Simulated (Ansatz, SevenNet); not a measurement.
# Ladder of methods for the elastic constant C12 of rock-salt ZrC

Reference value: 100 GPa (measured, temperature not stated, no zero-point or thermal correction; as tabulated in Wu et al. (2005), arXiv:cond-mat/0412374).

**Question.** What do SevenNet-l3i5, LDA, PBE, PBEsol, PBE-D3(BJ), r²SCAN, HSE06 give, and how far is each from the reference?

**Answer.** 
```
level (code)         value (GPa)  cell (Å³/atom)  difference (%)
-------------------  -----------  --------------  --------------
SevenNet-l3i5                107           13.18            +7.0
LDA (Ansatz)                 110           12.50           +10.0
PBE (Ansatz)                 104           13.05            +4.0
PBEsol (Ansatz)              106           12.72            +6.0
PBE-D3(BJ) (Ansatz)          102           12.76            +2.0
r²SCAN (Ansatz)              109           13.07            +9.0
HSE06 (Ansatz)               108           12.90            +8.0
```

The reference's temperature isn't stated, so close values are not ranked against it.

The measured value isn't corrected to a static lattice, so vibrations enter the comparison.  PBE-D3(BJ): the dispersion coefficients are held fixed in the derivatives. HSE06: hybrids on metals are sensitive to the k mesh. HSE06: the run warned that the count of filled bands differs between k points. Each level is taken at its own relaxed cell. Cutoffs and k meshes differ between the levels. Ansatz's density-functional and Hartree–Fock values are scalar-relativistic unless marked +SOC, with PAW data made under PBE.

Machine-learned potentials (SevenNet-l3i5) are trained on DFT data: a solid inside that data is no test of them.

Differences are worked out from the printed values.

Ansatz is a program for electronic structure.
